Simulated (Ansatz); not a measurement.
Born–Oppenheimer molecular dynamics of ClFH₂Si (5 atoms, charge 0, multiplicity 1). It starts at the highest image of a converged band. Of that band: Neighbouring images differ by up to 2.4 eV, so the band resolves the path poorly. A vibrational analysis at the climbing image gives one clearly imaginary mode, 1142i cm⁻¹: a first-order saddle point.

Method: Ansatz, RKS r2SCANh-D4/def2-SVP.

```json
{"ensemble": "NVE (velocity Verlet)", "time step": "0.5 fs", "steps asked": "200", "starting velocities drawn for": "300 K", "seed": "11490"}
```

First frame:

```xyz
5
Properties=species:S:1:pos:R:3
Si 0.212 -0.038 -0.421
F 0.899 0.044 1.405
H 1.604 0.042 0.493
Cl -0.997 1.638 -0.574
H -0.790 -1.140 -0.247
```

Q: How far do the bonds stretch over the last three quarters of this one trajectory? (Pairs bonded in most of those frames.)

A: 
```csv
bond,mean (Å),spread (Å),shortest,longest
Si1–F2,1.664,0.111,1.48,1.81
Si1–H3,1.606,0.184,1.28,1.98
Si1–Cl4,2.090,0.078,1.94,2.22
Si1–H5,1.540,0.093,1.39,1.75
```

Mean temperature of the second half: 4232 K. The conserved energy stayed within 1.3 meV per atom of its start (net change -0.39 meV per atom), so the integration is sound. The kinetic energy rose, since the run started high on the potential surface and went downhill. A run of 0.1 ps of so small a system gives no equilibrium averages. The orbitals stay closed-shell, which can raise the energy where a bond breaks towards radicals; this wasn't checked here.

Time of the run: 89 s on 2 threads of AMD EPYC 9R45 96-Core Processor (Zen 5), on a shared host, peak memory 0.14 GiB.
